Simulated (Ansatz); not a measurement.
Results of rVV10 (Ansatz, a program for electronic structure, PAW) for rutile MnO2.

Numerical settings: plane-wave cutoff 520 eV, 8×8×12 k mesh (along the axes of the cell as run), Fermi–Dirac smearing 0.01 eV, spin-polarised with opposed moments, scalar-relativistic PAW data made under PBE.

Cell (relaxed at this level):

```cif
data_Mn2O4
_chemical_formula_sum 'Mn2 O4'
_space_group_name_H-M_alt 'P 1'
_space_group_IT_number 1
_cell_length_a 4.43408
_cell_length_b 4.43408
_cell_length_c 2.88834
_cell_angle_alpha 90.000
_cell_angle_beta 90.000
_cell_angle_gamma 90.000
loop_
_space_group_symop_operation_xyz
  'x, y, z'
loop_
_atom_site_label
_atom_site_type_symbol
_atom_site_fract_x
_atom_site_fract_y
_atom_site_fract_z
_atom_site_occupancy
Mn1 Mn 0.00000 0.00000 0.00000 1
Mn2 Mn 0.50000 0.50000 0.50000 1
O1 O 0.30401 0.30401 0.00000 1
O2 O 0.80401 0.19599 0.50000 1
O3 O 0.19599 0.80401 0.50000 1
O4 O 0.69599 0.69599 0.00000 1
```
Starting moments (μB, in the order of the record's atoms Mn Mn O O O O): 3.0 -3.0 0.0 0.0 0.0 0.0.

**Question.** Estimate the bulk modulus, magnetic moment (largest site, within a sphere) and pressure derivative B′ of the bulk modulus that the calculation returns.

**Answer.** 
bulk modulus: 229 GPa
magnetic moment (largest site, within a sphere): 2.20 μB
pressure derivative B′ of the bulk modulus: 4.8

The run finds no gap.

Note: the gap of the solid is closed in this run; the collinear magnetic order is the start's and need not be the measured one; this level leaves the solid without a gap, although one is measured; the bulk modulus comes from volumes at which shape and atoms were relaxed.

Moments are spin moments.

Static lattice: no zero-point or thermal effects.

The result took around 26 core-minutes (rough).
